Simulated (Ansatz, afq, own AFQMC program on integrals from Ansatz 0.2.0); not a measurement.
# Where AFQMC and coupled cluster stand for SiH$_{3}$⁺, singlet

```xyz
4

Si    0.0000    0.0000    0.0000
H     1.4719    0.0142   -0.0001
H    -0.7483    1.2676   -0.0029
H    -0.7237   -1.2818    0.0030
```

Basis cc-pVDZ. Only valence electrons are correlated. AFQMC by an in-house program on the Cholesky factors that Ansatz 0.2.0 writes for its CCSD(T) run. The CISD trial takes its coefficients from CCSD amplitudes. Released means that phaseless walkers are propagated on without the constraint, phases kept. Free AFQMC starts from the CCSD state and is never constrained. Its projection time is finite, and what remains of the start isn't in its error. Error bars are statistical, one sigma.

Determinant: RHF, the one that the program's search chose, which needn't be the lowest solution. The geometry is a point of a scan.

Full CI on the same integrals is exact in this basis and with this determinant's frozen core.

Cautions: the ph-AFQMC/CISD walk drifts between its halves (2.7 errors).

The T1 diagnostic is 0.0088. The weight of the determinant in the CISD state is 0.938. The size of the correlated space is 6 electrons in 28 orbitals.

```tsv
level	correlation energy (eV)
MP2	-2.2757
CCSD	-2.9518
CCSD(T)	-2.9936
```

**Question.** Estimate where free-projection AFQMC lies against CCSD(T) on the same integrals.

**Answer.** 0.31 ± 0.01 kcal/mol below CCSD(T).

Reference: full CI, correlation energy -3.008 eV. The released energy is read at 2.40 1/Eh (meV from the phaseless value at times in 1/Eh: -1.0 ± 0.8 at 0.24, -2.1 ± 0.5 at 0.51, -1.7 ± 0.5 at 0.99, -2.5 ± 0.6 at 1.62, -3.0 ± 0.6 at 2.40).

```tsv
level	E − E(reference) (kcal/mol)	share of correlation (%)
CCSD(T)	0.32	99.54
CCSDT	0.03	99.96
CCSDT(Q)	0.01	99.99
CCSDTQ	0.00	100.00
ph-AFQMC/HF	0.01 ± 0.24	99.99
ph-AFQMC/CISD	0.04 ± 0.02	99.94
released AFQMC	-0.03 ± 0.01	100.04
free AFQMC	0.01 ± 0.01	99.99
```

CCSDT and higher add their correlation energy to the determinant of the CCSD(T) run, since their own runs factorise the integrals more tightly (a shift of under 2 meV). Free projections are given only where their last times agree within the noise and don't stop above the reference; a slow remainder of the start can still hide under it. A walk keeps the symmetry of its determinant, which the program's search chose and which needn't be the lowest solution, so a lower state of the same spin and another symmetry isn't excluded. Released energies are given only where the last usable release times agree within the noise; a slower fall can still hide under it.
